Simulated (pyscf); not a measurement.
This saddle point was located with ωB97X-D3(BJ)/def2-SVP in PySCF.

```xyz
7

O     -0.9332    -0.1045     1.3351
Nb     0.0114    -0.0401    -0.1596
F     -1.8483    -1.0817    -0.4629
F     -0.5966     1.1377    -1.4443
F      0.8184    -1.6214    -0.6641
F      1.5186     0.8801     0.3677
H     -1.7432    -0.7098     0.6699
```

Surface: singlet, charge 0. Lowest wavenumbers (cm⁻¹): 1251i, 111, 150, 208, 217.

Problem. What reaction is this the transition state of?

Solution. HO–Nb(F)(F)(F)–F (SMILES [OH][Nb]([F])([F])([F])[F]) <-> O=Nb(F)(F)–F (SMILES [O]=[Nb]([F])([F])[F]) + HF (SMILES F), an elimination read from left to right: H–O, F–Nb broken and F–H formed. At ωB97M-D3(BJ)/def2-TZVP it lies +1.09 eV from the left side and +0.16 eV from the right (each side as separated species at their lowest minima found). On the product side the descent ends in an adduct with a F–Nb contact, 0.37 eV under the separated species and 0.49 eV under the saddle at ωB97X-D3(BJ)/def2-TZVP. What is counted as broken (F–Nb) persists as a longer contact in the product adduct; parting that adduct is a step of its own. At the saddle there is also a short H–Nb contact that neither side keeps. This is the saddle that the search found; another between the same sides may lie lower. Elements past Kr carry the def2 core potentials, without spin-orbit coupling.
